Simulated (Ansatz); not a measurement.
# C₄H₁₀S: how energies converge with the basis set

How large a basis does C₄H₁₀S need? Two functionals are run in growing sets.

Method: one geometry, several basis sets; program: Ansatz 0.2.0, Gaussian basis.

Levels to be run: PBE0-D4/def2-SVP; ωB97M-V/def2-SVP; PBE0-D4/def2-QZVPP; ωB97M-V/def2-QZVPP; the functionals' def2-TZVPP values are taken from earlier runs.

## 1. The relaxed structure

The geometry comes from an earlier relaxation with PBE0-D4 in a triple-zeta def2 set; it is a stationary point, not always the lowest conformer.

SMILES `CCSCC`, 15 atoms, charge 0, spin multiplicity 1.

Atoms are counted from 1 here; the program's logs count them from 0.

Bond lengths: C1–C2 1.515 Å, C1–H6 1.092 Å, C1–H7 1.094 Å, C1–H8 1.092 Å, C2–S3 1.806 Å, C2–H9 1.093 Å, C2–H10 1.093 Å, S3–C4 1.806 Å, C4–C5 1.515 Å, C4–H11 1.093 Å, C4–H12 1.093 Å, C5–H13 1.092 Å, C5–H14 1.092 Å, C5–H15 1.094 Å. Angles: C2–C1–H6 110.9°, C2–C1–H7 110.5°, C2–C1–H8 111.6°, H6–C1–H7 108.5°, H6–C1–H8 107.9°, H7–C1–H8 107.4°, C1–C2–S3 114.8°, C1–C2–H9 110.6°, C1–C2–H10 111.2°, S3–C2–H9 103.6°, S3–C2–H10 109.5°, H9–C2–H10 106.5°, C2–S3–C4 102.2°, S3–C4–C5 114.8°, S3–C4–H11 109.5°, S3–C4–H12 103.6°, C5–C4–H11 111.2°, C5–C4–H12 110.6° and more.

## 2. PBE0-D4 in def2-SVP

File in.yaml:

```yaml
crystal:
  periodic: [false, false, false]
  atoms:
    - {symbol: C, position_ang: [-1.973490, 0.077193, -0.225231]}
    - {symbol: C, position_ang: [-0.909315, -0.781078, -0.878877]}
    - {symbol: S, position_ang: [0.234835, -1.576876, 0.269931]}
    - {symbol: C, position_ang: [1.046625, -0.160138, 1.041926]}
    - {symbol: C, position_ang: [1.852070, 0.706015, 0.094624]}
    - {symbol: H, position_ang: [-2.543043, -0.499261, 0.506191]}
    - {symbol: H, position_ang: [-2.666844, 0.464922, -0.977078]}
    - {symbol: H, position_ang: [-1.537198, 0.936181, 0.289360]}
    - {symbol: H, position_ang: [-1.365737, -1.620413, -1.409880]}
    - {symbol: H, position_ang: [-0.344159, -0.212860, -1.622027]}
    - {symbol: H, position_ang: [0.307136, 0.431750, 1.587237]}
    - {symbol: H, position_ang: [1.697158, -0.614708, 1.793546]}
    - {symbol: H, position_ang: [2.597867, 0.111828, -0.436775]}
    - {symbol: H, position_ang: [1.214438, 1.188959, -0.649147]}
    - {symbol: H, position_ang: [2.367856, 1.497688, 0.645600]}
basis:
  gaussian: {orbitals: def2-SVP}
hamiltonian: {xc: pbe0, dispersion: d4}
output: {orbitals: {seedname: orbitals}}
```

After this run come: ωB97M-V in def2-SVP; PBE0-D4 in def2-QZVPP; ωB97M-V in def2-QZVPP.

Q: Predict the results of all the runs planned. Wanted: PBE0-D4: double and triple zeta above quadruple; ωB97M-V: double and triple zeta above quadruple.

The runs gave:

| quantity | value |
| --- | --- |
| PBE0-D4: double and triple zeta above quadruple | 9.08, 0.58 eV |
| ωB97M-V: double and triple zeta above quadruple | 9.38, 0.57 eV |

In words: For PBE0-D4 the step from double to triple zeta gains 8.50 eV and the next only 0.58 eV. Total energies overstate the basis error of differences, where much of it tends to cancel. The LUMO of ωB97M-V is positive and keeps falling with the basis (3.22 to 1.80 eV): an unbound level that the basis holds in place.
